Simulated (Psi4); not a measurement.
# One shape, several levels: C4N2 (2-butynedinitrile)

We compute a comparison of 3 runs (BLYP/cc-pVDZ, SVWN5/cc-pVDZ, revPBE/cc-pVDZ) of C4N2 (2-butynedinitrile). 

The calculation is run with Psi4 1.11.

1 further run of the same task is left out (set aside as unsound or not needed).

## 1. The system as given

The species is C4N2 (6 atoms), meant as a singlet with charge 0. As SMILES, `N#CC#CC#N`. One bond was lengthened or shortened from a relaxed shape.

Bond lengths: N1–C2 1.155 Å, C2–C3 1.363 Å, C3–C4 1.207 Å, C4–C5 1.363 Å, C5–N6 1.328 Å. Angles: N1–C2–C3 180.0°, C2–C3–C4 180.0°, C3–C4–C5 180.0°, C4–C5–N6 180.0°.

## 2. A single-point energy at BLYP/cc-pVDZ (run 1)

File c4n2.xyz:

```xyz
6
C4N2
N      0.018031    -3.188032     0.832823
C      0.011601    -2.070412     0.541153
C      0.004061    -0.751332     0.196773
C     -0.002599     0.416388    -0.108277
C     -0.009839     1.735278    -0.453337
N     -0.016750     3.020250    -0.789760
```

File c4n2.py:

```python
import psi4

psi4.set_memory(2200000000)
psi4.set_num_threads(1)
psi4.set_output_file('c4n2.out', False)

with open('c4n2.xyz') as f:
    atoms = ''.join(f.readlines()[2:])
molecule = psi4.geometry('0 1\n' + atoms + 'symmetry c1')

psi4.set_options({
    'puream': True,
    'e_convergence': 1e-09,
    'd_convergence': 1e-08,
    'scf_type': 'pk',
    'dft_radial_points': 99,
    'dft_spherical_points': 590,
})

e, wfn = psi4.energy("blyp/cc-pVDZ", molecule=molecule, return_wfn=True)
psi4.oeprop(wfn, "WIBERG_LOWDIN_INDICES", "LOWDIN_CHARGES", "DIPOLE", title="BLYP")
print(f'total energy {e:.8f} hartree = {e * 27.211386:.5f} eV')
```

Run with:

```sh
$ python c4n2.py
```

c4n2.out:

```text
[...]
  Running in c1 symmetry.
[...]
  Nuclear repulsion =  140.754371523559087
[...]
  Multiplicity = 1
[...]
  Nalpha       = 19
  Nbeta        = 19
[...]
    Number of basis functions: 84
[...]
   @RKS iter   1:  -261.49591323708637   -5.81997e-01   7.72164e-03 DIIS/ADIIS
[...]
   @RKS iter  14:  -261.75012317786815   -1.08571e-11   7.83998e-09 DIIS
[...]
    Orbital Energies [Eh]
    ---------------------
    Doubly Occupied:
       1A    -14.108086     2A    -14.075646     3A    -10.044025
       4A    -10.025952     5A    -10.023745     6A    -10.018690
       7A     -0.871400     8A     -0.814606     9A     -0.772650
      10A     -0.678210    11A     -0.601247    12A     -0.393542
      13A     -0.393542    14A     -0.362510    15A     -0.350136
      16A     -0.345136    17A     -0.345136    18A     -0.279918
      19A     -0.279918
[...]
  @RKS Final Energy:  -261.75012317786815
   => Energetics <=
    Nuclear Repulsion Energy =            140.7543715235590867
    One-Electron Energy =                -630.1199639437345468
    Two-Electron Energy =                 262.7680239233162638
    DFT Exchange-Correlation Energy =     -35.1525546810089651
    Empirical Dispersion Energy =           0.0000000000000000
    VV10 Nonlocal Energy =                  0.0000000000000000
    Total Energy =                       -261.7501231778681472
[...]
 Multipole Moments:
 ------------------------------------------------------------------------------------
     Multipole            Electronic (a.u.)      Nuclear  (a.u.)        Total (a.u.)
 ------------------------------------------------------------------------------------
 L = 1.  Multiply by 2.5417464519 to convert [e a0] to [Debye]
 Dipole X            :         -0.0000289            0.0000006           -0.0000283
 Dipole Y            :         -0.0338012           -0.0003068           -0.0341080
 Dipole Z            :          0.0093374            0.0000827            0.0094201
 Magnitude           :                                                    0.0353850
[...]
```

On the terminal:

```text
total energy -261.75012318 hartree = -7122.58364 eV
```

It took 27 s on 1 thread of Intel Xeon at 2.50GHz (Skylake/Cascade Lake), shared host; peak memory 0.96 GiB.

## 3. Energy and gradient at SVWN5/cc-pVDZ (run 2)

File run.py:

```python
import psi4

psi4.set_memory(2200000000)
psi4.set_num_threads(1)
psi4.core.set_output_file('c4n2.out', False)

mol = psi4.geometry("""
0 1
N      0.018031    -3.188032     0.832823
C      0.011601    -2.070412     0.541153
C      0.004061    -0.751332     0.196773
C     -0.002599     0.416388    -0.108277
C     -0.009839     1.735278    -0.453337
N     -0.016750     3.020250    -0.789760
units angstrom
symmetry c1
no_reorient
no_com
""")

options = {'basis': 'cc-pVDZ', 'puream': True, 'e_convergence': 1e-09, 'd_convergence': 1e-08, 'scf_type': 'pk', 'dft_radial_points': 99, 'dft_spherical_points': 590}
psi4.set_options(options)

energy_value, wavefunction = psi4.gradient('scf', dft_functional={"name": "SVWN5", "x_functionals": {"LDA_X": {}}, "c_functionals": {"LDA_C_VWN": {}}}, molecule=mol, return_wfn=True)
psi4.oeprop(wavefunction, 'WIBERG_LOWDIN_INDICES', 'QUADRUPOLE', 'DIPOLE')
print('gradient / Eh bohr^-1')
print(energy_value.np.round(6))
print(f'energy = {wavefunction.energy():.10f} Eh')
for k, v in sorted(psi4.core.scalar_variables().items()):
    print(f'{k:45s} {v:18.10f}')
```

Run with:

```sh
$ python run.py
```

c4n2.out:

```text
[...]
  Running in c1 symmetry.
[...]
  Nuclear repulsion =  140.754371523559087
[...]
  Multiplicity = 1
[...]
  Nalpha       = 19
  Nbeta        = 19
[...]
    Number of basis functions: 84
[...]
   @RKS iter   1:  -259.28211388000875   -5.57263e-01   7.46794e-03 ADIIS/DIIS
[...]
   @RKS iter  14:  -259.52368807329736   -2.92175e-11   5.60875e-09 DIIS
[...]
    Orbital Energies [Eh]
    ---------------------
    Doubly Occupied:
       1A    -13.955672     2A    -13.921526     3A     -9.910898
       4A     -9.892964     5A     -9.890626     6A     -9.884000
       7A     -0.879458     8A     -0.823928     9A     -0.781070
      10A     -0.688086    11A     -0.612070    12A     -0.410710
      13A     -0.410710    14A     -0.371652    15A     -0.362308
      16A     -0.362308    17A     -0.358072    18A     -0.296554
      19A     -0.296554
[...]
  @RKS Final Energy:  -259.52368807329736
   => Energetics <=
    Nuclear Repulsion Energy =            140.7543715235590867
    One-Electron Energy =                -629.8825496439211520
    Two-Electron Energy =                 262.4793614305111760
    DFT Exchange-Correlation Energy =     -32.8748713834464681
    Empirical Dispersion Energy =           0.0000000000000000
    VV10 Nonlocal Energy =                  0.0000000000000000
    Total Energy =                       -259.5236880732973646
[...]
  -Total Gradient:
     Atom            X                  Y                   Z
    ------   -----------------  -----------------  -----------------
       1       -0.000285287750     0.049787407057    -0.012996491626
       2        0.000308946714    -0.053819812415     0.014045091700
       3       -0.000330997662     0.058925767822    -0.015395681244
       4        0.000385972426    -0.069949331531     0.018295015559
       5        0.000949679255    -0.176644689052     0.046246226466
       6       -0.001028308967     0.191700711804    -0.050194184919
[...]
 Multipole Moments:
 ------------------------------------------------------------------------------------
     Multipole            Electronic (a.u.)      Nuclear  (a.u.)        Total (a.u.)
 ------------------------------------------------------------------------------------
 L = 1.  Multiply by 2.5417464519 to convert [e a0] to [Debye]
 Dipole X            :         -0.0535739            0.0535000           -0.0000739
 Dipole Y            :          9.7911655           -9.8170176           -0.0258522
 Dipole Z            :         -2.5614691            2.5687293            0.0072602
 Magnitude           :                                                    0.0268524
 L = 2.  Multiply by 1.3450342976 to convert [e a0^2] to [Debye ang]
 Quadrupole XX       :        -23.6788207            0.0205964          -23.6582244
 Quadrupole XY       :          3.7316675           -3.6705610            0.0611065
[...]
```

On the terminal:

```text
gradient / Eh bohr^-1
[[-0.000285  0.049787 -0.012996]
 [ 0.000309 -0.05382   0.014045]
 [-0.000331  0.058926 -0.015396]
 [ 0.000386 -0.069949  0.018295]
 [ 0.00095  -0.176645  0.046246]
 [-0.001028  0.191701 -0.050194]]
energy = -259.5236880733 Eh
CURRENT ENERGY                                   -259.5236880733
CURRENT REFERENCE ENERGY                         -259.5236880733
DD SOLVATION ENERGY                                 0.0000000000
DFT FUNCTIONAL TOTAL ENERGY                      -259.5236880733
DFT TOTAL ENERGY                                 -259.5236880733
DFT VV10 ENERGY                                     0.0000000000
DFT XC ENERGY                                     -32.8748713834
GRID ELECTRONS ALPHA                               19.0000000025
GRID ELECTRONS BETA                                19.0000000025
GRID ELECTRONS TOTAL                               38.0000000050
NUCLEAR REPULSION ENERGY                          140.7543715236
ONE-ELECTRON ENERGY                              -629.8825496439
PCM POLARIZATION ENERGY                             0.0000000000
PE ENERGY                                           0.0000000000
SCF ITERATION ENERGY                             -259.5236880733
SCF ITERATIONS                                     14.0000000000
SCF TOTAL ENERGY                                 -259.5236880733
TWO-ELECTRON ENERGY                               262.4793614305
XC GRID RADIAL POINTS                              99.0000000000
XC GRID SPHERICAL POINTS                          590.0000000000
XC GRID TOTAL POINTS                           327108.0000000000
```

Wall time 43 s (1 thread of Intel Xeon at 2.50GHz (Skylake/Cascade Lake), shared host); peak memory 0.49 GiB.

## 4. The energy at revPBE/cc-pVDZ (run 3)

File job.json:

```json
{
  "schema_name": "qcschema_input",
  "schema_version": 1,
  "molecule": {
    "schema_name": "qcschema_molecule",
    "schema_version": 2,
    "symbols": ["N", "C", "C", "C", "C", "N"],
    "geometry": [0.03407365, -6.02450736, 1.57380738, 0.02192271, -3.91251165, 1.02263096, 0.00767418, -1.41981171, 0.37184708, -0.0049114, 0.78685928, -0.20461388, -0.01859302, 3.27920017, -0.85668277, -0.03165291, 5.70744533, -1.4924301],
    "molecular_charge": 0,
    "molecular_multiplicity": 1,
    "fix_symmetry": "c1"
  },
  "driver": "energy",
  "model": {
    "method": "revpbe",
    "basis": "cc-pVDZ"
  },
  "keywords": {
    "reference": "rks",
    "puream": true,
    "e_convergence": 1e-09,
    "d_convergence": 1e-08,
    "scf_type": "pk",
    "dft_radial_points": 99,
    "dft_spherical_points": 590,
    "scf_properties": ["DIPOLE", "WIBERG_LOWDIN_INDICES", "QUADRUPOLE"]
  }
}
```

Run with:

```sh
$ psi4 --qcschema job.json -n 1 --memory 2200MB
```

stdout:

```text
[...]
  Running in c1 symmetry.
[...]
  Nuclear repulsion =  140.754371537992512
[...]
  Multiplicity = 1
[...]
  Nalpha       = 19
  Nbeta        = 19
[...]
    Number of basis functions: 84
[...]
   @RKS iter   1:  -261.53638132140480   -6.21550e-01   7.09788e-03 ADIIS/DIIS
[...]
   @RKS iter  14:  -261.75231439121706   -5.74119e-12   5.45625e-09 DIIS
[...]
    Orbital Energies [Eh]
    ---------------------
    Doubly Occupied:
       1A    -14.095836     2A    -14.061522     3A    -10.027469
       4A    -10.009588     5A    -10.007362     6A     -9.999712
       7A     -0.880844     8A     -0.825134     9A     -0.781870
      10A     -0.685630    11A     -0.605312    12A     -0.400000
      13A     -0.400000    14A     -0.368633    15A     -0.354858
      16A     -0.351492    17A     -0.351492    18A     -0.286106
      19A     -0.286106
[...]
  @RKS Final Energy:  -261.75231439121706
   => Energetics <=
    Nuclear Repulsion Energy =            140.7543715379925118
    One-Electron Energy =                -630.0373026014103743
    Two-Electron Energy =                 262.6776312417326835
    DFT Exchange-Correlation Energy =     -35.1470145695318337
    Empirical Dispersion Energy =           0.0000000000000000
    VV10 Nonlocal Energy =                  0.0000000000000000
    Total Energy =                       -261.7523143912170553
[...]
 Multipole Moments:
 ------------------------------------------------------------------------------------
     Multipole            Electronic (a.u.)      Nuclear  (a.u.)        Total (a.u.)
 ------------------------------------------------------------------------------------
 L = 1.  Multiply by 2.5417464519 to convert [e a0] to [Debye]
 Dipole X            :         -0.0000338            0.0000006           -0.0000332
 Dipole Y            :         -0.0326680           -0.0003068           -0.0329748
 Dipole Z            :          0.0090374            0.0000827            0.0091201
 Magnitude           :                                                    0.0342128
 L = 2.  Multiply by 1.3450342976 to convert [e a0^2] to [Debye ang]
 Quadrupole XX       :        -23.5791762            0.0205210          -23.5586551
 Quadrupole XY       :          3.7177318           -3.6567395            0.0609923
[...]
```

The result, in JSON:

```text
{
 "driver": "energy",
 "model": {
  "method": "revpbe",
  "basis": "cc-pVDZ"
 },
 "success": true,
 "return_result": -261.75231439121706,
 "properties": {
  "calcinfo_nbasis": 84,
  "calcinfo_nmo": 84,
  "calcinfo_nalpha": 19,
  "calcinfo_nbeta": 19,
  "calcinfo_natom": 6,
  "nuclear_repulsion_energy": 140.7543715379925,
  "return_energy": -261.75231439121706,
  "scf_one_electron_energy": -630.0373026014104,
  "scf_two_electron_energy": 262.6776312417327,
  "scf_xc_energy": -35.147014569531834,
  "scf_dipole_moment": [-3.3185343316061156e-05, -0.03297479945462456, 0.009120140598953497],
  "scf_total_energy": -261.75231439121706,
  "scf_iterations": 14
 }
}
```

Run time: 32 s. Hardware: 1 thread of Intel Xeon at 2.50GHz (Skylake/Cascade Lake), shared host; peak memory 0.97 GiB.

## 5. Overview of the runs

```csv
run,level,task,energy (Eh),dipole moment (D),HOMO energy (eV),LUMO energy (eV),wall time
1,BLYP/cc-pVDZ,energy,-261.750123,0.09,-7.62,-4.04,27 s
2,SVWN5/cc-pVDZ,gradient,-259.523688,0.07,-8.07,-4.50,43 s
3,revPBE/cc-pVDZ,energy,-261.752314,0.09,-7.79,-4.18,32 s
```

## 6. Outcome

```
            quantity          value
 run 3: total energy  -261.75231 Eh
run 3: dipole moment         0.09 D
  run 3: HOMO energy       -7.79 eV
  run 3: LUMO energy       -4.18 eV
run 3: HOMO–LUMO gap        3.60 eV
```

**Reading.** The dipole moment (its size) runs from 0.07 D (SVWN5/cc-pVDZ) to 0.09 D (BLYP/cc-pVDZ). The HOMO–LUMO gap runs from 3.57 eV (SVWN5/cc-pVDZ) to 3.60 eV (revPBE/cc-pVDZ). Totals of different functionals can't be ranked against each other. All runs together took 1.7 min, the longest 43 s.
